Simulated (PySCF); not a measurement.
Molecule: SMILES C=CC#CC, C5H6.

Structure with atom numbers: `[CH2:1]=[CH:2][C:3]#[C:4][CH3:5]`. Each H is labelled by its parent atom. Ha(C1) is cis to C3; Hb(C1) is trans to C3.

Geometry PBE0-D3(BJ)/def2-SVP throughout; GIAO in PySCF 2.14.0 with density-fitted response routines, gas phase, one conformer, non-relativistic; equivalent atoms averaged; functional PBE0.

Question: How do the absolute shieldings σ depend on the basis set? (ppm; last column core-seconds on shared hosts with different chips, so compare them loosely)

Answer: 
```tsv
basis set	functions	C1	C2	C4	C3	C5	Hb(C1)	Ha(C1)	H(C2)	H(C5)	core-s
STO-3G	31	121.2	131.5	152.8	168.5	219.5	26.86	26.99	27.11	31.11	1.9
6-31G	57	73.5	81.9	109.9	122.2	192.5	26.81	26.57	26.44	30.59	3.5
pcSseg-0	57	50.9	62.6	91.4	104.6	186.3	26.96	26.77	26.79	30.71	3.2
6-31G*	82	70.5	79.8	107.9	120.5	188.1	26.50	26.35	26.18	30.16	4.8
def2-SVP	100	66.6	75.0	102.3	115.8	189.0	25.91	25.70	25.59	29.52	5.7
cc-pVDZ	100	68.7	77.1	105.6	118.7	190.9	25.77	25.60	25.49	29.40	6.1
pcSseg-1	115	49.3	57.7	87.5	100.4	178.8	25.62	25.45	25.38	29.22	7.1
aug-cc-pVDZ	169	69.2	75.2	107.2	119.7	189.4	25.67	25.53	25.22	29.31	13
6-311+G(2d,p)	171	55.0	61.6	90.9	103.7	181.9	25.90	25.70	25.44	29.53	14
def2-TZVP	191	54.1	60.6	90.8	103.9	181.4	25.86	25.68	25.43	29.49	18
cc-pVTZ	234	55.4	62.2	92.0	104.7	182.4	25.66	25.52	25.26	29.28	20
IGLO-III	235	47.8	54.6	85.8	99.2	178.8	25.76	25.58	25.28	29.34	20
pcSseg-2	264	46.9	53.8	84.9	98.4	178.7	25.61	25.42	25.16	29.22	20
```

Question: Which nucleus moves most, in ppm?

Answer: C2 (alkene CH): from 53.8 ppm with pcSseg-2 to 131.5 ppm with STO-3G. The smallest spread is 1.35 ppm, at Hb(C1). Proton shifts span only some 12 ppm, so a few tenths of a ppm matter as much there as several ppm in carbon.

Question: Taking the largest basis, pcSseg-2 (264 functions), as the yardstick, rank the others by their worst heavy-atom deviation.

Answer: IGLO-III 0.9 ppm (235 functions), pcSseg-1 3.9 ppm (115 functions), def2-TZVP 7.2 ppm (191 functions), 6-311+G(2d,p) 8.1 ppm (171 functions), cc-pVTZ 8.4 ppm (234 functions), pcSseg-0 8.8 ppm (57 functions), def2-SVP 21.2 ppm (100 functions), aug-cc-pVDZ 22.3 ppm (169 functions), cc-pVDZ 23.3 ppm (100 functions), 6-31G* 26.0 ppm (82 functions), 6-31G 28.1 ppm (57 functions), STO-3G 77.7 ppm (31 functions).

A small basis that lands close on one nucleus may do so by chance; judge by the trend and by all nuclei.
